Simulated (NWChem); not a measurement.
Program: NWChem. System: formamide (CH3NO), charge 0, spin multiplicity 1, at a geometry optimised with B3LYP/def2-SVP. Level: B3LYP/def2-TZVP, VWN1-RPA local correlation.

The NWChem input:

```
start mol
memory heap 200 mb stack 900 mb global 1100 mb
geometry units angstroms nocenter noautoz
  N     -0.195007    -1.078773     0.000000
  C     -0.311514     0.276716     0.000000
  O      0.612100     1.058196     0.000000
  H      0.729372    -1.497024     0.000000
  H     -1.008869    -1.679870     0.000000
  H     -1.383168     0.602437     0.000000
  symmetry group Cs
end
basis spherical
  * library def2-tzvp
end
dft
  xc b3lyp
  semidirect memsize 60000000 filesize 0
  iterations 100
end
task dft energy
```

NWChem printed:

```
             Northwest Computational Chemistry Package (NWChem) 7.3.0
             --------------------------------------------------------

                                NWChem Input Module
                                -------------------

 Scaling coordinates for geometry "geometry" by  1.889725989
 (inverse scale =  0.529177249)

 Turning off AUTOSYM since
 SYMMETRY directive was detected!

                             Geometry "geometry" -> ""
                             -------------------------

 Output coordinates in angstroms (scale by  1.889725989 to convert to a.u.)

  No.       Tag          Charge          X              Y              Z
 ---- ---------------- ---------- -------------- -------------- --------------
    1 N                    7.0000    -0.19500700    -1.07877300     0.00000000
    2 C                    6.0000    -0.31151400     0.27671600     0.00000000
    3 O                    8.0000     0.61210000     1.05819600     0.00000000
    4 H                    1.0000     0.72937200    -1.49702400     0.00000000
    5 H                    1.0000    -1.00886900    -1.67987000     0.00000000
    6 H                    1.0000    -1.38316800     0.60243700     0.00000000

 Effective nuclear repulsion energy (a.u.)      71.0854359066

            Nuclear Dipole moment (a.u.)
            ----------------------------
        X                 Y               Z
 ---------------- ---------------- ----------------
     0.0000037795    -0.0000075589     0.0000000000

      Symmetry information
      --------------------

 Group name             Cs
 Group number              2
 Group order               2
 No. of unique centers     6

      Symmetry unique atoms

     1    2    3    4    5    6


 Summary of "ao basis" -> "" (spherical)
 ------------------------------------------------------------------------------
       Tag                 Description            Shells   Functions and Types
 ---------------- ------------------------------  ------  ---------------------
 *                         def2-tzvp                  on all atoms

                                 NWChem DFT Module
                                 -----------------

 Summary of "ao basis" -> "ao basis" (spherical)
 ------------------------------------------------------------------------------
       Tag                 Description            Shells   Functions and Types
 ---------------- ------------------------------  ------  ---------------------
 N                         def2-tzvp                11       31   5s3p2d1f
 C                         def2-tzvp                11       31   5s3p2d1f
 O                         def2-tzvp                11       31   5s3p2d1f
 H                         def2-tzvp                 4        6   3s1p

 Summary of "ao basis" -> "ao basis" (spherical)
 ------------------------------------------------------------------------------
       Tag                 Description            Shells   Functions and Types
 ---------------- ------------------------------  ------  ---------------------
 N                         def2-tzvp                11       31   5s3p2d1f
 C                         def2-tzvp                11       31   5s3p2d1f
 O                         def2-tzvp                11       31   5s3p2d1f
 H                         def2-tzvp                 4        6   3s1p

      Symmetry analysis of basis
      --------------------------

        a'         78
        a"         33

            General Information
[...]
 d= 0,ls=0.0,diis     5   -169.9716518263 -3.59D-03  1.12D-04  6.64D-04     6.0
  Resetting Diis
 d= 0,ls=0.0,diis     6   -169.9717200330 -6.82D-05  4.29D-05  4.11D-05     6.5
 d= 0,ls=0.0,diis     7   -169.9717242911 -4.26D-06  3.24D-05  3.32D-06     7.1
 d= 0,ls=0.0,diis     8   -169.9717236238  6.67D-07  1.81D-05  1.06D-05     7.6
 d= 0,ls=0.0,diis     9   -169.9717246381 -1.01D-06  2.26D-06  4.26D-07     8.1
 d= 0,ls=0.0,diis    10   -169.9717246776 -3.95D-08  4.78D-07  1.03D-08     8.7

         Total DFT energy =     -169.971724677593
      One electron energy =     -371.703852895452
           Coulomb energy =      152.697853755519
    Exchange-Corr. energy =      -22.051161444261
 Nuclear repulsion energy =       71.085435906602

 Numeric. integr. density =       24.000000097988

     Total iterative time =      7.9s

                  Occupations of the irreducible representations
                  ----------------------------------------------

                     irrep           alpha         beta
                     --------     --------     --------
                     a'               10.0         10.0
                     a"                2.0          2.0

                       DFT Final Molecular Orbital Analysis
                       ------------------------------------

 Vector   10  Occ=2.000000D+00  E=-4.169921D-01  Symmetry=a"
              MO Center=  4.0D-02,  1.7D-01, -9.1D-16, r^2= 1.6D+00
   Bfn.  Coefficient  Atom+Function         Bfn.  Coefficient  Atom+Function
  ----- ------------  ---------------      ----- ------------  ---------------
    39      0.277709  2 C  pz                70      0.266400  3 O  pz
    42      0.220716  2 C  pz                 8      0.219480  1 N  pz
    73      0.217382  3 O  pz                11      0.189647  1 N  pz
    14      0.122586  1 N  pz                76      0.115749  3 O  pz
    45      0.089169  2 C  pz

 Vector   11  Occ=2.000000D+00  E=-2.895991D-01  Symmetry=a"
              MO Center=  1.0D-01, -2.4D-01,  2.7D-15, r^2= 2.0D+00
   Bfn.  Coefficient  Atom+Function         Bfn.  Coefficient  Atom+Function
  ----- ------------  ---------------      ----- ------------  ---------------
     8      0.352456  1 N  pz                70     -0.304879  3 O  pz
    11      0.301437  1 N  pz                14      0.292227  1 N  pz
    73     -0.247603  3 O  pz                76     -0.181323  3 O  pz
    45     -0.039683  2 C  pz                39     -0.036870  2 C  pz
    52     -0.036405  2 C  d -1              42     -0.032479  2 C  pz

 Vector   12  Occ=2.000000D+00  E=-2.711638D-01  Symmetry=a'
              MO Center=  2.8D-01,  8.0D-01, -3.4D-15, r^2= 1.5D+00
   Bfn.  Coefficient  Atom+Function         Bfn.  Coefficient  Atom+Function
  ----- ------------  ---------------      ----- ------------  ---------------
    69     -0.323654  3 O  py                68      0.296403  3 O  px
     5     -0.264507  1 N  s                 72     -0.263986  3 O  py
    71      0.239971  3 O  px               108      0.213191  6 H  s
    75     -0.195159  3 O  py                74      0.174704  3 O  px
   107      0.158221  6 H  s                  7     -0.119538  1 N  py

 Vector   13  Occ=0.000000D+00  E= 9.124152D-03  Symmetry=a"
              MO Center= -1.7D-01,  2.8D-01,  1.4D-14, r^2= 1.9D+00
   Bfn.  Coefficient  Atom+Function         Bfn.  Coefficient  Atom+Function
  ----- ------------  ---------------      ----- ------------  ---------------
    45      0.607975  2 C  pz                76     -0.410766  3 O  pz
    42      0.396095  2 C  pz                14     -0.393217  1 N  pz
    39      0.371403  2 C  pz                70     -0.285209  3 O  pz
    73     -0.212788  3 O  pz                 8     -0.192827  1 N  pz
    11     -0.150293  1 N  pz                54      0.051113  2 C  d  1

 Vector   14  Occ=0.000000D+00  E= 1.921521D-02  Symmetry=a'
              MO Center= -6.7D-01, -1.8D+00, -7.7D-15, r^2= 4.1D+00
   Bfn.  Coefficient  Atom+Function         Bfn.  Coefficient  Atom+Function
  ----- ------------  ---------------      ----- ------------  ---------------
     5      1.882118  1 N  s                102     -1.567288  5 H  s
    96     -0.876118  4 H  s                 13     -0.296376  1 N  py
   108     -0.280616  6 H  s                  3      0.224243  1 N  s
    67      0.181972  3 O  s                 43     -0.174446  2 C  px
    44      0.159006  2 C  py                75     -0.152721  3 O  py

 Vector   15  Occ=0.000000D+00  E= 5.274785D-02  Symmetry=a'
              MO Center= -4.1D-01, -7.2D-01, -7.5D-15, r^2= 6.2D+00
   Bfn.  Coefficient  Atom+Function         Bfn.  Coefficient  Atom+Function
  ----- ------------  ---------------      ----- ------------  ---------------
   108      1.782227  6 H  s                 96     -1.579974  4 H  s
    36     -1.238303  2 C  s                102      0.834536  5 H  s
    12      0.631479  1 N  px                 5      0.624186  1 N  s
    43      0.571434  2 C  px                35     -0.336396  2 C  s
     6      0.173792  1 N  px                44     -0.156848  2 C  py

 center of mass
 --------------
 x =   0.06908670 y =   0.10684900 z =   0.00000000

 moments of inertia (a.u.)
 ------------------
         144.450300734756         -42.661306607043           0.000000000000
         -42.661306607043          39.708911640783           0.000000000000
           0.000000000000           0.000000000000         184.159212375539

     Multipole analysis of the density
     ---------------------------------

     L   x y z        total         alpha         beta         nuclear
     -   - - -        -----         -----         ----         -------
     0   0 0 0     -0.000000    -12.000000    -12.000000     24.000000

     1   1 0 0     -0.792176     -0.396090     -0.396090      0.000004
     1   0 1 0     -1.341812     -0.670902     -0.670902     -0.000008
     1   0 0 1     -0.000000     -0.000000     -0.000000      0.000000

     2   2 0 0    -12.235483    -19.167705    -19.167705     26.099927
     2   1 1 0     -1.257849    -11.175628    -11.175628     21.093407
     2   1 0 1     -0.000000     -0.000000     -0.000000      0.000000
     2   0 2 0    -12.633342    -47.365865    -47.365865     82.098388
     2   0 1 1      0.000000      0.000000      0.000000      0.000000
     2   0 0 2    -14.115993     -7.057996     -7.057996      0.000000

 Task  times  cpu:        8.7s     wall:        8.7s

 Total times  cpu:        8.7s     wall:        8.7s
```
